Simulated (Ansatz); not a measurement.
# FH5NSi: the cost of one run

Computed with Ansatz 0.2.0, Gaussian basis. Level: B3LYP-D4/def2-SVP.

1 further run of the same task is left out (it didn't finish).

### 1 The system as given

SMILES `[NH3+][SiH2]F`, 8 atoms, charge 1, spin multiplicity 1.

Atoms are counted from 1 here; the program's logs count them from 0.

Bond lengths: N1–Si2 1.922 Å, N1–H4 1.025 Å, N1–H5 1.025 Å, N1–H6 1.022 Å, Si2–F3 1.584 Å, Si2–H7 1.444 Å, Si2–H8 1.444 Å. Angles: Si2–N1–H4 110.9°, Si2–N1–H5 110.8°, Si2–N1–H6 113.8°, H4–N1–H5 106.3°, H4–N1–H6 107.3°, H5–N1–H6 107.4°, N1–Si2–F3 95.1°, N1–Si2–H7 103.5°, N1–Si2–H8 103.6°, F3–Si2–H7 110.8°, F3–Si2–H8 110.8°, H7–Si2–H8 127.3°.

As a file:

```
atom     x (Å)     y (Å)     z (Å)
  N1  -0.53582   0.58939  -0.46636
 Si2   0.50688  -0.60425   0.62148
  F3   1.42975  -1.10545  -0.56446
  H4  -1.00746   0.07882  -1.22022
  H5   0.06438   1.28469  -0.92225
  H6  -1.25426   1.09954   0.05230
  H7   1.23430   0.28438   1.49642
  H8  -0.43776  -1.62713   1.00309
```

### 2 The run

The input, md/in.yaml:

```yaml
crystal:
  periodic: [false, false, false]
  atoms:
    - {symbol: N, position_ang: [-0.535820, 0.589390, -0.466360]}
    - {symbol: Si, position_ang: [0.506880, -0.604250, 0.621480]}
    - {symbol: F, position_ang: [1.429750, -1.105450, -0.564460]}
    - {symbol: H, position_ang: [-1.007460, 0.078820, -1.220220]}
    - {symbol: H, position_ang: [0.064380, 1.284690, -0.922250]}
    - {symbol: H, position_ang: [-1.254260, 1.099540, 0.052300]}
    - {symbol: H, position_ang: [1.234300, 0.284380, 1.496420]}
    - {symbol: H, position_ang: [-0.437760, -1.627130, 1.003090]}
basis:
  gaussian: {orbitals: def2-SVP}
total_charge: 1
hamiltonian: {xc: {name: B3LYP}, dispersion: d4}
md: {n_steps: 80, timestep: 0.25, temperature: 700, ensemble: nvt_langevin, seed: 139, friction: 0.01, initial_velocities: maxwell_boltzmann}
```

Launch:

```
$ ansatz run in.yaml --threads 2 --pin off --events-out ev --progress --plain --max-ram 3481MiB
```

**Question.** How long does this run take on 2 threads of Intel Xeon 6975P-C, shared host, and how much memory does it need?

About 45 s, with a peak of 0.14 GiB.
